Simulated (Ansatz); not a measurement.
**TaN: short dynamics, then relaxation**

A packing of 16 atoms, thrown in at random and pushed apart as soft spheres with like charges further apart (8 N, 8 Ta) went through Langevin stages in a fixed cell of 11.50 Å³/atom, at one k point, without spin and with a Fermi–Dirac width of kT (0.05 eV at least). All numbers below come from DFT PBE, scalar-relativistic, plane waves, PAW (Ansatz 0.2.0).

| thermostat (K) | duration (fs) | friction (1/fs) | cutoff (eV) | mean T (K) | mean P (GPa) | mean square displacement (Å²) |
| --- | --- | --- | --- | --- | --- | --- |
| 4000 | 48 | 0.030 | 320 | 3734 | 21.5 | 0.19 |
| 4000 | 470 | 0.005 | 420 | 4390 | 34.7 | 0.79 |
| 2880 | 342 | 0.005 | 420 | 3524 | 25.0 | 0.32 |
| 1600 | 158 | 0.015 | 420 | 1570 | 14.7 | 0.14 |
| 300 | 146 | 0.015 | 420 | 533 | 9.1 | 0.08 |

Means run over the second half of a stage; pressure includes the kinetic part; displacements count from the stage's start, the atoms' common shift taken off. In so short a run the atoms moved about a bond length or less in the hot stages, so this is an annealed packing, not a quenched equilibrium liquid.

Cell and atoms were then relaxed on coarser meshes and computed once more: Settings: cutoff 420 eV, Γ-centred mesh 6×6×6 on the computed 16-atom cell, Gaussian smearing of 0.10 eV; no spin polarisation.

Task: What structure is left?

Result: One draw of many: 11.72 Å³/atom with no gap on the mesh, 0.76 eV/atom below the elements' standard states (static lattices, no corrections for gases) (a random packing after short dynamics, relaxed).

Counting as bonded all pairs within 1.2 times the summed covalent radii, but none from a metal cation to another cation:

```csv
atom → neighbour,mean count,mean length (Å),spread (Å)
N → Ta,5.25,2.21,0.12
Ta → N,5.25,2.21,0.12
```

Angles between all pairs of such bonds at an atom (mean ± spread): 106 ± 27° at N, 105 ± 26° at Ta.

```xyz
16
Lattice="6.0347 0.4094 -0.2451 0.4126 5.6862 -0.5812 -0.2269 -0.5644 5.5537" Properties=species:S:1:pos:R:3 pbc="T T T"
Ta    2.9095    1.2522    0.8477
Ta    1.5039    1.2920    3.6417
Ta    3.8888    4.5145    3.5594
Ta    3.3075    3.9824    0.7830
Ta    5.8030    2.2715    0.7646
Ta    0.5449    4.5463    0.0239
Ta    0.9529    4.0677    2.7735
Ta    4.4521    1.6404    3.3966
N    -0.0026    0.1999    2.4820
N     4.6795    3.1508    4.9663
N     5.1178    3.5406    2.2037
N     2.0543    4.7608    4.6238
N     1.6431    2.6968    0.0069
N     4.5210    0.2964    5.2137
N     3.0600    0.1238    2.5503
N     2.7072    2.7820    2.6353
```

The final mesh leaves forces up to 0.24 eV/Å and stresses up to 0.8 GPa: the relaxation ran on a coarser mesh, so the cell's shape, its bonds and its energy belong partly to that mesh.

Spin-orbit coupling is left out, which matters for the bands of heavy elements.

Cost: 6 runs of about 61 core-minutes in all (earlier runs that led there not counted), on AMD EPYC (Zen 3) (shared hosts).